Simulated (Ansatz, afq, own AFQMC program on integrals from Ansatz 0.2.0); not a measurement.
# C, triplet → C⁺, doublet

A free C atom.

E(doublet, charge +1) − E(triplet, charge +0) at this geometry, on UHF and UHF determinants.

Basis aug-cc-pVDZ. Only valence electrons are correlated. Ansatz 0.2.0 and our own AFQMC program on the same integrals; the CISD trial comes from CCSD amplitudes, and released means the phaseless constraint is let go. Error bars are statistical, one sigma. The errors of all members are added in quadrature.

Full CI is exact in this basis; where marked, its frozen core comes from its own orbitals, which moves totals by up to a few meV.

The best estimate is CCSD(T) at the basis-set limit (CBS: def2-TZVPP and def2-QZVPP, with their diffuse functions for anions and beside diffuse sets, CCSD(T) itself extrapolated) plus the step from CCSD(T) to full CI in aug-cc-pVDZ. Rows without CBS are in aug-cc-pVDZ, the functionals in def2-TZVP; B2PLYP and the wave-function rows carry a basis error of their own. Core correlation and relativity beyond core potentials are missing, and ± holds the sampling alone.

Cautions: C (triplet): full CI with its own frozen core; C⁺ (doublet): full CI with its own frozen core.

```json
{"level": "CCSD", "vertical ionization energy (kJ/mol)": "1066.2"}
{"level": "r2SCAN", "vertical ionization energy (kJ/mol)": "1125.7"}
{"level": "PBE", "vertical ionization energy (kJ/mol)": "1112.8"}
```

Task: From these cheaper values, estimate the vertical ionization energy at the level of the best estimate.

Result: 1083.6 kJ/mol (best estimate, highest rung FCI).

```csv
level,vertical ionization energy (kJ/mol),error against the best estimate (kJ/mol)
HF,1043.7,-39.9
MP2,1075.3,-8.3
CCSD(T),1067.7,-15.9
ph-AFQMC/CISD,1067.6 ± 0.2,-16.0 ± 0.2
released AFQMC,1068.0 ± 0.2,-15.5 ± 0.2
FCI,1068.1,-15.4
HF/CBS,1042.1,-41.5
MP2/CBS,1090.7,7.1
CCSD(T)/CBS,1083.1,-0.4
PBE0,1110.6,27.1
B3LYP,1113.1,29.6
wB97M-V,1090.7,7.1
B2PLYP,1093.8,10.2
```

Correlation beyond CCSD(T) adds 0.4 kJ/mol. Going to the basis-set limit adds 15.4 kJ/mol at CCSD(T). The perturbative (T) step is worth +1.5 kJ/mol. The functionals spread over 35.1 kJ/mol; wB97M-V and B2PLYP come nearest and r2SCAN is 42.2 kJ/mol too high.

Best estimates are given only where the step beyond CCSD(T) is under 0.3 eV and no member's determinant is very poor (T1 over 0.05, or 0.07 for open shells, ⟨S²⟩ too high by 0.3, two states mixed), so the hardest cases are missing from such tables.

The functionals ran in a triple-zeta set and keep a basis error of their own, a few kJ/mol for each bond in atomization energies and more for double hybrids, so close places among them and the extrapolated levels can swap.

Each member of a difference takes its own highest rung, so a best estimate needn't equal the limit plus the step of one row. A walk keeps the symmetry of its determinant, which the program's search chose and which needn't be the lowest solution, so a lower state of the same spin and another symmetry isn't excluded. Released energies are given only where the last usable release times agree within the noise; a slower fall can still hide under it.
